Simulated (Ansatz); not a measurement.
Gas-phase electronic energies from Ansatz, PBE0-D4/def2-TZVP geometries. CCSD(T)/CBS adds triple-zeta CCSD(T) − MP2 to the extrapolated MP2 energy (def2 sets, frozen cores). This one scheme is used for every species. Functionals use def2-TZVPP. HSE06 is defined as in plane-wave codes.

`F[BH][AlH2]` + HCl → `[AlH2][BH]Cl` + H–F  (ligand exchange at a B–F bond)

```json
{"level": "LDA (SPW92)", "ΔE (kcal/mol)": "8.3"}
{"level": "B97M-V", "ΔE (kcal/mol)": "9.4"}
{"level": "HSE06-D4", "ΔE (kcal/mol)": "7.2"}
{"level": "SCS-MP2/def2-QZVPP", "ΔE (kcal/mol)": "7.7"}
```

(1) What does CCSD(T)/CBS give? (An estimate is asked.)

(2) What do rigid-rotor, harmonic-oscillator terms from PBE0-D4/def2-TZVP frequencies (298.15 K, 1 bar) make of the CCSD(T)/CBS value? (Estimate.)

Largest T1 diagnostic among the species: 0.014.

Results:

(1) Ansatz gave: +7.0 kcal/mol. The listed levels differ from it by 1.3, 2.4, 0.2, 0.7 kcal/mol.

(2) The calculation gave: ΔZPE = +0.9 kcal/mol, ΔH = +8.0 kcal/mol, ΔS = -1 J/(mol·K), ΔG = +8.1 kcal/mol.

At CCSD(T), def2-SVP lies +3.7 kcal/mol from the extrapolated value and def2-TZVPP +1.2 kcal/mol. Leaving LDA and LC-ωPBE aside and taking each functional with its dispersion term where it has one, the values, not all of them listed here, spread over 3.9 kcal/mol, from revPBE-D4 to CAM-B3LYP-D4. In def2-TZVPP, CCSD(T) changes the Hartree–Fock value by −3.5 kcal/mol (the triples alone add −0.7 kcal/mol) and MP2 by −4.9 kcal/mol.
